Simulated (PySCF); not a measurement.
# Argon: highly charged ions in a basis for the neutral atom

Ar¹³⁺ [He] 2s2 2p1, Ar¹⁴⁺ [He] 2s2. All numbers are calculated (PySCF 2.14, no relativity, point nucleus, in def2-TZVP (5s5p2d1f, 37 functions)). No spin-orbit coupling, so a gap to NIST mixes the basis error with missing relativistic terms.

Changed run: basis of the neutral atom used for a highly charged ion. This setting is unsound on purpose.

```tsv
species	method	sound run (hartree)	changed run (hartree)	converged
Ar¹³⁺	UHF	not run	-404.99914	yes
Ar¹³⁺	r2SCAN	not run	-405.09126	yes
Ar¹³⁺	LDA	not run	-403.61736	yes
Ar¹⁴⁺	UHF	not run	-377.22749	yes
Ar¹⁴⁺	r2SCAN	not run	-377.26007	yes
Ar¹⁴⁺	LDA	not run	-375.86585	yes
```

Ionisation energy of Ar¹³⁺:

```json
{"method": "UHF", "changed run (eV)": "755.71", "NIST (eV)": "755.13 ± 0.22"}
{"method": "r2SCAN", "changed run (eV)": "757.33", "NIST (eV)": "755.13 ± 0.22"}
{"method": "LDA", "changed run (eV)": "755.16", "NIST (eV)": "755.13 ± 0.22"}
```

The contracted functions were made for the neutral atom and can be too rigid for a highly charged ion.
